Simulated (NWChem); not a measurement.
# C2H7P (dimethylphosphine) at 6 levels

Aim: a comparison of 6 runs (B3LYP/6-311+G**, CAM-B3LYP/6-311+G**, BHLYP/6-311+G**, M06-2X/6-311+G**, M06-L/6-311+G**, PBE0/6-311+G**) of C2H7P (dimethylphosphine). 

Program for the calculation: NWChem 7.3.0.

## (1) The molecule

C2H7P has 10 atoms, charge 0, and is taken as a singlet. As SMILES, `CPC`. The coordinates come from a PBE0-D4/def2-TZVP relaxation.

Bond lengths: C1–P2 1.844 Å, P2–C3 1.844 Å, C1–H4 1.092 Å, C1–H5 1.092 Å, C1–H6 1.092 Å, P2–H7 1.422 Å, C3–H8 1.092 Å, C3–H9 1.092 Å, C3–H10 1.092 Å. Some angles: C1–P2–C3 100.2°, C1–P2–H7 97.1°, C3–P2–H7 97.1°, P2–C1–H4 113.1°, P2–C1–H5 109.3°, P2–C1–H6 108.8°, P2–C3–H8 108.8°, P2–C3–H9 109.3°, P2–C3–H10 113.1°, H4–C1–H5 109.1°.

## (2) Energy and gradient at B3LYP/6-311+G(d,p) (run 1)

The input, calc.nw:

```
start calc
title "C2H7P B3LYP"
memory total 2200 mb
geometry units angstroms noautosym nocenter noautoz
 C    -0.939890    0.562750   -0.912230
 P     0.641740    0.851990   -0.010090
 C     0.649850   -0.610720    1.112180
 H    -1.045210   -0.461770   -1.274720
 H    -1.003490    1.248870   -1.759000
 H    -1.773550    0.787080   -0.243020
 H     1.509100    0.316840   -1.001430
 H    -0.090800   -0.454900    1.899770
 H     1.627440   -0.693200    1.591080
 H     0.424820   -1.546950    0.597430
end
basis spherical bse
 C library 6-311+G**
 P library 6-311+G**
 H library 6-311+G**
end
dft
 xc b3lyp
 grid fine
 convergence energy 1e-08
 maxiter 100
 mulliken
 print low
end
task dft gradient
```

Command:

```console
nwchem calc.nw > calc.out
```

Output:

```text
[...]
 d= 0,ls=0.0,diis     1   -421.7986175316 -5.35D+02  3.31D-03  7.52D-01     2.6
[...]
 d= 0,ls=0.0,diis     8   -421.8318145758 -1.71D-11  1.05D-06  2.06D-08    17.4
         Total DFT energy =     -421.831814575842
      One electron energy =     -804.347023251744
           Coulomb energy =      305.731524581311
    Exchange-Corr. energy =      -36.770597359186
 Nuclear repulsion energy =      113.554281453777
[...]
      Total Density - Mulliken Population Analysis
     ---------------------------------------------
    Atom       Charge   Shell Charges
 -----------   ------   -------------------------------------------------------
    1 C    6     6.54   1.10  0.89  0.65  0.75  1.54  0.54  1.07 -0.01 -0.02  0.04
    2 P   15    14.84   0.79  1.18  0.91  1.07  0.93  0.91  2.03  3.84  0.71  1.83  0.38  0.15 -0.01  0.12
    3 C    6     6.54   1.10  0.89  0.65  0.75  1.54  0.54  1.07 -0.01 -0.02  0.04
    4 H    1     0.85   0.28  0.46  0.09  0.02
    5 H    1     0.84   0.27  0.46  0.08  0.02
    6 H    1     0.84   0.27  0.46  0.08  0.02
    7 H    1     1.03   0.26  0.58  0.18  0.02
    8 H    1     0.84   0.27  0.46  0.08  0.02
    9 H    1     0.84   0.27  0.46  0.08  0.02
   10 H    1     0.85   0.28  0.46  0.09  0.02
[...]
                         DFT ENERGY GRADIENTS
    atom               coordinates                        gradient
                 x          y          z           x          y          z
   1 C      -1.776135   1.063443  -1.723865    0.005301   0.000463   0.002798
   2 P       1.212713   1.610028  -0.019067   -0.005933  -0.007719   0.000185
   3 C       1.228038  -1.154093   2.101715   -0.000089   0.004437  -0.004053
   4 H      -1.975161  -0.872619  -2.408872    0.000701   0.000442   0.000603
   5 H      -1.896321   2.360022  -3.324028    0.000565  -0.000025   0.000566
   6 H      -3.351524   1.487366  -0.459241    0.000776   0.000012   0.000284
   7 H       2.851785   0.598741  -1.892428   -0.001111   0.000294   0.001042
   8 H      -0.171587  -0.859636   3.590045    0.000066   0.000537  -0.000625
   9 H       3.075416  -1.309958   3.006705   -0.000257   0.000583  -0.000483
  10 H       0.802793  -2.923312   1.128979   -0.000020   0.000975  -0.000316
[...]
```

Wall time 23 s (1 thread of Intel Xeon 6975P-C (Granite Rapids), shared host); peak memory 0.13 GiB.

## (3) Energy and gradient at CAM-B3LYP/6-311+G(d,p) (run 2)

The input, mymol.xyz:

```xyz
10
C2H7P
C     -0.939890     0.562750    -0.912230
P      0.641740     0.851990    -0.010090
C      0.649850    -0.610720     1.112180
H     -1.045210    -0.461770    -1.274720
H     -1.003490     1.248870    -1.759000
H     -1.773550     0.787080    -0.243020
H      1.509100     0.316840    -1.001430
H     -0.090800    -0.454900     1.899770
H      1.627440    -0.693200     1.591080
H      0.424820    -1.546950     0.597430
```

The input, mymol.nw:

```
start mymol
title "C2H7P"
memory 2200 mb
charge 0

geometry noautosym nocenter noautoz
  load format xyz mymol.xyz
end

basis spherical bse
  * library 6-311+G**
end

dft
  xc xcamb88 1.00 lyp 0.81 vwn_5 0.19 hfexch 1.00
  cam 0.33 cam_alpha 0.19 cam_beta 0.46
  grid fine
  convergence energy 1e-08
  direct
  iterations 100
  mulliken
  print low
end

task dft gradient
```

Command:

```console
nwchem mymol.nw > mymol.out
```

Output:

```text
[...]
 d= 0,ls=0.0,diis     1   -421.7266895824 -5.35D+02  2.87D-03  7.71D-01     7.7
[...]
 d= 0,ls=0.0,diis     8   -421.7600237270 -3.63D-09  7.44D-07  7.97D-09    63.4
         Total DFT energy =     -421.760023727029
      One electron energy =     -804.320957492291
           Coulomb energy =      305.698795172602
    Exchange-Corr. energy =      -36.692142861117
 Nuclear repulsion energy =      113.554281453777
[...]
      Total Density - Mulliken Population Analysis
     ---------------------------------------------
    Atom       Charge   Shell Charges
 -----------   ------   -------------------------------------------------------
    1 C    6     6.56   1.10  0.88  0.65  0.73  1.54  0.54  1.09 -0.01 -0.02  0.04
    2 P   15    14.80   0.79  1.18  0.91  1.07  0.91  0.90  2.03  3.84  0.72  1.83  0.38  0.13 -0.01  0.12
    3 C    6     6.56   1.10  0.88  0.65  0.73  1.54  0.54  1.09 -0.01 -0.02  0.04
    4 H    1     0.85   0.27  0.46  0.09  0.02
    5 H    1     0.84   0.27  0.46  0.09  0.02
    6 H    1     0.84   0.27  0.46  0.09  0.02
    7 H    1     1.04   0.25  0.58  0.19  0.02
    8 H    1     0.84   0.27  0.46  0.09  0.02
    9 H    1     0.84   0.27  0.46  0.09  0.02
   10 H    1     0.85   0.27  0.46  0.09  0.02
[...]
                         DFT ENERGY GRADIENTS
    atom               coordinates                        gradient
                 x          y          z           x          y          z
   1 C      -1.776135   1.063443  -1.723865    0.002551  -0.000021   0.000936
   2 P       1.212713   1.610028  -0.019067   -0.003607  -0.002378   0.001454
   3 C       1.228038  -1.154093   2.101715    0.000170   0.001733  -0.002083
   4 H      -1.975161  -0.872619  -2.408872    0.000302  -0.000458   0.000105
   5 H      -1.896321   2.360022  -3.324028    0.000480   0.000504  -0.000146
   6 H      -3.351524   1.487366  -0.459241    0.000091   0.000203   0.000789
   7 H       2.851785   0.598741  -1.892428    0.000170  -0.000598  -0.000481
   8 H      -0.171587  -0.859636   3.590045   -0.000503   0.000644   0.000026
   9 H       3.075416  -1.309958   3.006705    0.000530   0.000467  -0.000084
  10 H       0.802793  -2.923312   1.128979   -0.000186  -0.000097  -0.000517
[...]
```

Wall time 93 s (1 thread of Intel Xeon 6975P-C (Granite Rapids), shared host); peak memory 0.13 GiB.

Run 3 isn't shown in full; the table further down has it.

## (4) Energy and gradient at M06-2X/6-311+G(d,p) (run 4)

The input, a.nw:

```
start a
title "C2H7P M06-2X"
memory stack 880 mb heap 220 mb global 1100 mb
charge 0

geometry units angstrom noautosym nocenter noautoz
C     -0.939890     0.562750    -0.912230
P      0.641740     0.851990    -0.010090
C      0.649850    -0.610720     1.112180
H     -1.045210    -0.461770    -1.274720
H     -1.003490     1.248870    -1.759000
H     -1.773550     0.787080    -0.243020
H      1.509100     0.316840    -1.001430
H     -0.090800    -0.454900     1.899770
H      1.627440    -0.693200     1.591080
H      0.424820    -1.546950     0.597430
end

basis "ao basis" spherical bse
C library 6-311+G**
P library 6-311+G**
H library 6-311+G**
end

dft
xc m06-2x
grid fine
convergence energy 1e-08
maxiter 100
mulliken
print medium
end

task dft gradient
```

Command:

```console
nwchem a.nw > a.out
```

Output:

```text
[...]
          Wavefunction type:  closed shell.
          No. of atoms     :    10
          No. of electrons :    34
[...]
          Charge           :     0
          Spin multiplicity:     1
[...]
          AO basis - number of functions:   116
[...]
              XC Information
              --------------
                       M06-2X Method XC Functional
                     Hartree-Fock (Exact) Exchange  0.540
                        M06-2X Exchange Functional  1.000
                      M06-2X Correlation Potential  1.000
[...]
 d= 0,ls=0.0,diis     1   -421.7086418329 -5.35D+02  2.90D-03  5.81D-01     3.1
[...]
 d= 0,ls=0.0,diis     8   -421.7339742579 -2.46D-09  7.78D-07  7.71D-09    21.4
         Total DFT energy =     -421.733974257926
      One electron energy =     -804.311854201494
           Coulomb energy =      305.696000841360
    Exchange-Corr. energy =      -36.672402351569
 Nuclear repulsion energy =      113.554281453777
[...]
  wavefunction    = closed shell
                         DFT ENERGY GRADIENTS
    atom               coordinates                        gradient
                 x          y          z           x          y          z
   1 C      -1.776135   1.063443  -1.723865    0.003847   0.001194   0.001717
   2 P       1.212713   1.610028  -0.019067   -0.005684  -0.005091   0.001513
   3 C       1.228038  -1.154093   2.101715    0.000586   0.003598  -0.002423
   4 H      -1.975161  -0.872619  -2.408872    0.000090  -0.000277  -0.000030
   5 H      -1.896321   2.360022  -3.324028    0.000189   0.000399  -0.000286
   6 H      -3.351524   1.487366  -0.459241   -0.000188   0.000176   0.000444
   7 H       2.851785   0.598741  -1.892428    0.001085  -0.000311  -0.001033
   8 H      -0.171587  -0.859636   3.590045   -0.000341   0.000291   0.000243
   9 H       3.075416  -1.309958   3.006705    0.000487   0.000179   0.000092
  10 H       0.802793  -2.923312   1.128979   -0.000070  -0.000158  -0.000236
[...]
```

It took 29 s on 1 thread of Intel Xeon 6975P-C (Granite Rapids), shared host; peak memory 0.13 GiB.

Run 5 isn't shown in full; the table further down has it.

## (5) Energy and forces at PBE0/6-311+G(d,p) (run 6)

The input, nw.nw:

```
start nw
title "dimethylphosphine"
memory stack 880 mb heap 220 mb global 1100 mb
charge 0
geometry noautosym nocenter noautoz
  C     -0.939890     0.562750    -0.912230
  P      0.641740     0.851990    -0.010090
  C      0.649850    -0.610720     1.112180
  H     -1.045210    -0.461770    -1.274720
  H     -1.003490     1.248870    -1.759000
  H     -1.773550     0.787080    -0.243020
  H      1.509100     0.316840    -1.001430
  H     -0.090800    -0.454900     1.899770
  H      1.627440    -0.693200     1.591080
  H      0.424820    -1.546950     0.597430
end
basis "ao basis" spherical bse
  * library 6-311+G**
end
dft
  xc pbe0
  grid fine
  convergence energy 1e-08
  maxiter 100
  mulliken
end
task dft gradient
```

Command:

```console
nwchem nw.nw > nw.out
```

Output:

```text
[...]
          Wavefunction type:  closed shell.
          No. of atoms     :    10
          No. of electrons :    34
[...]
          Charge           :     0
          Spin multiplicity:     1
[...]
          AO basis - number of functions:   116
[...]
              XC Information
              --------------
                         PBE0 Method XC Functional
                     Hartree-Fock (Exact) Exchange  0.250
          PerdewBurkeErnzerhof Exchange Functional  0.750
            Perdew 1991 LDA Correlation Functional  1.000 local
           PerdewBurkeErnz. Correlation Functional  1.000 non-local
[...]
 d= 0,ls=0.0,diis     1   -421.5468253494 -5.35D+02  3.83D-03  5.03D-01     2.7
[...]
 d= 0,ls=0.0,diis     8   -421.5710194663 -4.95D-10  9.16D-07  1.53D-08    17.7
         Total DFT energy =     -421.571019466294
      One electron energy =     -804.339676341629
           Coulomb energy =      305.713045027064
    Exchange-Corr. energy =      -36.498669605506
 Nuclear repulsion energy =      113.554281453777
[...]
  wavefunction    = closed shell
                         DFT ENERGY GRADIENTS
    atom               coordinates                        gradient
                 x          y          z           x          y          z
   1 C      -1.776135   1.063443  -1.723865    0.001535   0.000285   0.000623
   2 P       1.212713   1.610028  -0.019067   -0.002138  -0.003892  -0.000577
   3 C       1.228038  -1.154093   2.101715    0.000191   0.001274  -0.001077
   4 H      -1.975161  -0.872619  -2.408872    0.000443   0.000760   0.000533
   5 H      -1.896321   2.360022  -3.324028    0.000365  -0.000330   0.000623
   6 H      -3.351524   1.487366  -0.459241    0.000742  -0.000157  -0.000042
   7 H       2.851785   0.598741  -1.892428   -0.000946   0.000497   0.001031
   8 H      -0.171587  -0.859636   3.590045    0.000237   0.000217  -0.000691
   9 H       3.075416  -1.309958   3.006705   -0.000519   0.000323  -0.000505
  10 H       0.802793  -2.923312   1.128979    0.000090   0.001022   0.000081
[...]
```

Wall time 23 s (1 thread of Intel Xeon 6975P-C (Granite Rapids), shared host); peak memory 0.13 GiB.

## (6) All runs side by side

| run | level | energy (Eh) | largest force (eV/Å) | wall time |
| --- | --- | --- | --- | --- |
| 1 | B3LYP/6-311+G** | -421.831815 | 0.501 | 23 s |
| 2 | CAM-B3LYP/6-311+G** | -421.760024 | 0.234 | 93 s |
| 3 | BHLYP/6-311+G** | -421.745876 | 0.296 | 23 s |
| 4 | M06-2X/6-311+G** | -421.733974 | 0.400 | 29 s |
| 5 | M06-L/6-311+G** | -421.788298 | 0.252 | 37 s |
| 6 | PBE0/6-311+G** | -421.571019 | 0.230 | 23 s |

## (7) What came out

```
                       quantity          value
            run 6: total energy  -421.57102 Eh
           run 6: dipole moment         1.40 D
             run 6: HOMO energy       -6.68 eV
             run 6: LUMO energy        0.06 eV
           run 6: HOMO–LUMO gap        6.74 eV
run 6: largest force on an atom     0.230 eV/Å
```

In words: Over runs 3, 4, 5, 6 the dipole moment (its size) runs from 1.23 D (M06-L/6-311+G**) to 1.40 D (PBE0/6-311+G**). Over runs 3, 4, 5, 6 the HOMO–LUMO gap runs from 5.64 eV (M06-L/6-311+G**) to 8.21 eV (BHLYP/6-311+G**). Totals of different functionals can't be ranked against each other. All runs together took 3.8 min, the longest 93 s.
